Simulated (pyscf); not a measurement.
Thermochemistry of product channels of HO–B(F)–F (SMILES OB(F)F) + NH₃ (SMILES N) on the singlet surface, in kcal/mol, from CCSD(T)/def2-TZVPP + ΔMP2(QZVPP) energies (ideal gas, 1 atm, RRHO with modes under 100 cm⁻¹ raised to 100, one conformer, R ln 2 for chiral ones without a mode under 150 cm⁻¹). Single points on ωB97X-D3(BJ)/def2-SVP structures (PySCF, gas phase). MP2 and CC: frozen core, UHF for open shells. ΔMP2 is the change of the MP2 total energy from the triple- to the quadruple-zeta basis.

```json
[
 {"products": "H₂N–B(OH)–F (SMILES NB(O)F) + HF (SMILES F)", "ΔE": "+8.6", "ΔH(298 K)": "+8.1", "ΔG(298 K)": "+8.7", "ΔG(600 K)": "+9.0"},
 {"products": "H₂O (SMILES O) + H₂N–B(F)–F (SMILES NB(F)F)", "ΔE": "[?]", "ΔH(298 K)": "+3.4", "ΔG(298 K)": "+3.7", "ΔG(600 K)": "[?]"}
]
```

**Question.** Fill in the missing entries.

**Answer.** 
- H₂O (SMILES O) + H₂N–B(F)–F (SMILES NB(F)F), ΔE: +3.9
- H₂O (SMILES O) + H₂N–B(F)–F (SMILES NB(F)F), ΔG(600 K): +3.9

These are energies of the channels, which say nothing of barriers. The CCSD(T) − MP2 part came from Ansatz, without density fitting, on the same reference.
